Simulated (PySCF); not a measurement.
# C₂H₂Li+, a complex of two parts: interaction energy

The task here is to estimate one member of a computed series from the others.

Computed with PySCF 2.14.0; each step states its level. No surroundings beyond the atoms listed, unless a continuum is named. Atoms count from 0, parts from 1.

## The system as given

5 atoms, charge 1, multiplicity 1; geometry: GFN2-xTB. Parts: 1 = atoms 0–3, `C#C`, charge 0; 2 = atom 4, `[Li+]`, charge 1.

The first run:

What the job is given:

```
{"job": {"xc": "PBE0", "basis": "def2-TZVPD", "d3": "d3bj", "grid": 3, "kind": "geom", "shake": 0.01}, "charge": 1, "multiplicity": 1, "parts": [{"atoms": "0-3", "charge": 0, "multiplicity": 1}, {"atoms": "4-4", "charge": 1, "multiplicity": 1}]}
C      0.634195    -0.004434    -0.235218
C     -0.562614    -0.063665     0.033504
H      1.650757     0.133899    -0.302826
H     -1.500076    -0.080893     0.456456
Li    -0.434235    -0.544673    -2.218407
```

Started as:

```sh
$ OMP_NUM_THREADS=1 python cluster_run.py task.json out
```

This one command runs all jobs of the session in turn.

Steps of the session up to this table: Geometry optimisation at PBE0-D3(BJ)/def2-TZVPD; Coupled-cluster interaction energy: CCSD(T) and MP2, 2.28 Å; Coupled-cluster interaction energy: CCSD(T) and MP2, 2.40 Å; Coupled-cluster interaction energy: CCSD(T) and MP2, 2.51 Å; Coupled-cluster interaction energy: CCSD(T) and MP2, 2.17 Å; Coupled-cluster interaction energy: CCSD(T) and MP2, 2.85 Å; Coupled-cluster interaction energy: CCSD(T) and MP2, 2.05 Å; Coupled-cluster interaction energy: CCSD(T) and MP2, 3.42 Å; Coupled-cluster interaction energy: CCSD(T) and MP2, 4.56 Å.

One of the session's tables, all rows but one given; the rest of the session is left out.

It belongs to the step «Coupled-cluster interaction energy: CCSD(T) and MP2, 4.56 Å». 

```
                 method  interaction energy (kcal/mol)
         HF/aug-cc-pVDZ                              ?
        MP2/aug-cc-pVDZ                          -4.05
       CCSD/aug-cc-pVDZ                          -4.04
    CCSD(T)/aug-cc-pVDZ                          -4.03
         HF/aug-cc-pVQZ                          -4.52
        MP2/aug-cc-pVQZ                          -4.07
    SCS-MP2/aug-cc-pVQZ                          -4.06
      MP2, extrapolated                          -4.07
CCSD(T), limit estimate                          -4.05
```

Q: Estimate the row for HF/aug-cc-pVDZ from the others.

**Answer.** interaction energy (kcal/mol): -4.50. In the column «interaction energy (kcal/mol)» it lies between HF/aug-cc-pVQZ (-4.52) and MP2/aug-cc-pVQZ (-4.07).
